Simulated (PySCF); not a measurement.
Molecule: ethoxyacetonitrile (CCOCC#N, C₄H₇NO).

Bonds (- single, = double, # triple, : aromatic): C1-C2 1.515 Å, C2-O3 1.414 Å, O3-C4 1.387 Å, C4-C5 1.475 Å, C5#N6 1.157 Å. C1 carries H7, H8, H9; C2 carries H10, H11; C4 carries H12, H13.

Spin–spin couplings on one PBE0-D3(BJ)/def2-SVP geometry, PySCF, gas phase, non-relativistic, equivalent pairs averaged (spin–dipole term only in couplings to heteroatoms); isotopes ¹³C, ¹H, ¹⁵N, ¹⁷O; functional B3LYP.

How do the couplings (Hz) change with the basis set? Times are CPU seconds on shared hosts with different chips, so compare them loosely. Far from the basis limit: 6-31G*, pcJ-0, 6-31G-J, def2-TZVP, cc-pVTZ.

Answers


```
basis set  functions  ¹J(C4,H12)  ¹J(C2,H10)  ¹J(C1,H7)  ¹J(C4,C5)  ¹J(C1,C2)  ¹J(C5,N6)  ¹J(O3,C4)  core-s
   6-31G*         98       168.4       157.2      141.7       74.2       50.5      -17.8       15.1      11
    pcJ-0         99       133.7       126.2      113.5       44.2       27.7        5.8       36.2     8.7
  6-31G-J        100       162.1       154.1      136.7       61.2       37.7       -6.8       39.6     9.6
def2-TZVP        228       147.3       140.7      125.1       62.0       37.0      -13.7       31.1      31
  cc-pVTZ        278       136.6       131.6      117.5       53.6       27.8      -45.5       28.7      42
```

The Fermi-contact term samples the wavefunction at the nucleus, which is why sets with added tight s functions (names with J) are made for couplings.
